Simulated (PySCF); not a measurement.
Molecule: `C=C[S@@](C)=O`, C3H6OS.

Molfile (atoms numbered from 1):
```
C3H6OS
     RDKit          3D

 11 10  0  0  0  0  0  0  0  0999 V2000
   -1.9228   -0.0568   -0.0818 C   0  0  0  0  0  0  0  0  0  0  0  0
   -0.8454   -0.0641    0.6957 C   0  0  0  0  0  0  0  0  0  0  0  0
    0.5126    1.0252    0.2497 S   0  0  0  0  0  4  0  0  0  0  0  0
    1.7304   -0.2923   -0.0485 C   0  0  0  0  0  0  0  0  0  0  0  0
    0.1786    1.6013   -1.0958 O   0  0  0  0  0  0  0  0  0  0  0  0
   -1.9162    0.5676   -0.9831 H   0  0  0  0  0  0  0  0  0  0  0  0
   -2.8062   -0.6554    0.1529 H   0  0  0  0  0  0  0  0  0  0  0  0
   -0.7399   -0.6230    1.6316 H   0  0  0  0  0  0  0  0  0  0  0  0
    1.3346   -0.9429   -0.8403 H   0  0  0  0  0  0  0  0  0  0  0  0
    2.6480    0.2078   -0.3872 H   0  0  0  0  0  0  0  0  0  0  0  0
    1.9244   -0.8528    0.8774 H   0  0  0  0  0  0  0  0  0  0  0  0
  1  2  2  0
  2  3  1  0
  3  4  1  6
  3  5  2  0
  1  6  1  0
  1  7  1  0
  2  8  1  0
  4  9  1  0
  4 10  1  0
  4 11  1  0
M  END
```

Geometry PBE0-D3(BJ)/def2-SVP throughout; GIAO in PySCF 2.14.0 with density-fitted response routines, gas phase, one conformer, non-relativistic; equivalent atoms averaged; functional PBE0.

(1) How do the absolute shieldings σ depend on the basis set? (ppm; last column core-seconds on shared hosts with different chips, so compare them loosely)

(2) Which nucleus moves most, in ppm?

(3) Taking the largest basis, pcSseg-2 (271 functions), as the yardstick, rank the others by their worst heavy-atom deviation.

## Answers

(1) 
| basis set | functions | C2 | C1 | C4 | S3 | O5 | H8 | H6 | H7 | H9/H10/H11 | core-s |
| --- | --- | --- | --- | --- | --- | --- | --- | --- | --- | --- | --- |
| STO-3G | 35 | 105.2 | 130.3 | 207.4 | 610.0 | 255.8 | 26.14 | 26.76 | 27.03 | 31.32 | 2.2 |
| 6-31G | 61 | 57.3 | 80.2 | 159.4 | 349.6 | 271.0 | 25.58 | 25.35 | 26.14 | 30.50 | 4.2 |
| pcSseg-0 | 61 | 34.8 | 58.9 | 147.4 | 300.6 | 280.0 | 25.99 | 25.85 | 26.20 | 30.45 | 3.3 |
| 6-31G* | 86 | 55.7 | 76.4 | 155.2 | 265.6 | 299.0 | 25.41 | 25.47 | 25.91 | 29.94 | 6 |
| def2-SVP | 104 | 48.1 | 72.2 | 153.0 | 299.8 | 301.3 | 24.84 | 24.75 | 25.21 | 29.29 | 6.6 |
| cc-pVDZ | 104 | 49.5 | 75.1 | 155.2 | 293.9 | 291.4 | 24.65 | 24.57 | 25.18 | 29.18 | 6.3 |
| pcSseg-1 | 122 | 30.7 | 55.0 | 140.7 | 209.8 | 282.9 | 24.54 | 24.46 | 24.92 | 29.01 | 14 |
| aug-cc-pVDZ | 173 | 47.9 | 74.5 | 153.1 | 290.4 | 286.4 | 24.25 | 24.42 | 25.10 | 29.10 | 12 |
| 6-311+G(2d,p) | 179 | 33.5 | 60.5 | 142.5 | 181.9 | 281.6 | 24.53 | 24.69 | 25.32 | 29.23 | 15 |
| def2-TZVP | 197 | 32.7 | 59.3 | 143.2 | 149.0 | 285.8 | 24.44 | 24.75 | 25.31 | 29.30 | 20 |
| cc-pVTZ | 238 | 34.8 | 60.9 | 144.5 | 233.5 | 286.6 | 24.25 | 24.52 | 25.10 | 29.09 | 21 |
| IGLO-III | 244 | 25.7 | 53.6 | 139.2 | 182.0 | 280.0 | 24.35 | 24.56 | 25.19 | 29.12 | 20 |
| pcSseg-2 | 271 | 25.3 | 52.3 | 139.5 | 176.0 | 282.9 | 24.21 | 24.46 | 25.00 | 29.08 | 47 |

(2) S3 (sulfoxide sulfur): from 149.0 ppm with def2-TZVP to 610.0 ppm with STO-3G. The smallest spread is 1.93 ppm, at H8. Proton shifts span only some 12 ppm, so a few tenths of a ppm matter as much there as several ppm in carbon.

(3) IGLO-III 6.1 ppm (244 functions), 6-311+G(2d,p) 8.3 ppm (179 functions), def2-TZVP 27.0 ppm (197 functions), pcSseg-1 33.8 ppm (122 functions), cc-pVTZ 57.6 ppm (238 functions), 6-31G* 89.6 ppm (86 functions), aug-cc-pVDZ 114.5 ppm (173 functions), cc-pVDZ 117.9 ppm (104 functions), def2-SVP 123.9 ppm (104 functions), pcSseg-0 124.6 ppm (61 functions), 6-31G 173.7 ppm (61 functions), STO-3G 434.1 ppm (35 functions).

A small basis that lands close on one nucleus may do so by chance; judge by the trend and by all nuclei.
